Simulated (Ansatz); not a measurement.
```yaml
crystal:
  periodic: [false, false, false]
  atoms:
    - {symbol: O, position_ang: [0.697730, 1.229600, 0.518761]}
    - {symbol: Si, position_ang: [-0.000009, 0.000000, -0.000001]}
    - {symbol: O, position_ang: [-0.697731, -1.229610, -0.518760]}
basis:
  gaussian: {orbitals: def2-mTZVPP}
magnetization: {spin_polarized: true, initial_magnetization: 2}
hamiltonian: {xc: {name: B3LYP}, dispersion: d3bjatm}
accuracy: high
output: {forces: true}
```

```sh
$ ansatz run in.yaml --threads 2 --pin off --events-out ev --progress --plain --max-ram 32768MiB --backend cpu
```

It prints (some lines left out):

```
Functional definition: B3LYP
1212 factors; integrals over basis functions are off by at most 3.8e-9 eV
mean field evaluation 1: about -11962.4462 eV, gradient 4.7e1 eV
mean field evaluation 2: about -11936.9129 eV, gradient 9.2e1 eV
mean field evaluation 4: about -11969.9128 eV, gradient 1.4e0 eV
mean field evaluation 8: about -11969.9942 eV, gradient 2.6e-2 eV
mean field evaluation 16: about -11969.9942 eV, gradient 3.2e-6 eV
mean field -11969.99424161 eV, -439.8891748258 hartree, gradient 1.5e-8 eV, S^2 2.019841; 4 other end points of the search recorded, 0 dependent functions left out
reference -11969.99427092 eV, -439.8891759026 hartree; 16, 14 occupied and 59, 61 virtual orbitals, 1212 factors
Total energy: -11970.06768705 eV, -439.8918738958 hartree
Atom 0 at     0.697730     1.229600     0.518761 Å, force     2.155405     3.798229     1.602483 eV/Å
Atom 1 at    -0.000009     0.000000    -0.000001 Å, force    -0.000187     0.000119    -0.000031 eV/Å
Atom 2 at    -0.697731    -1.229610    -0.518760 Å, force    -2.155218    -3.798348    -1.602452 eV/Å
Dipole moment:     0.000004    -0.000003     0.000001 e Å
```

It took 93 s on 2 threads of a server CPU on a shared host, with 0.31 GiB of host memory at the peak.
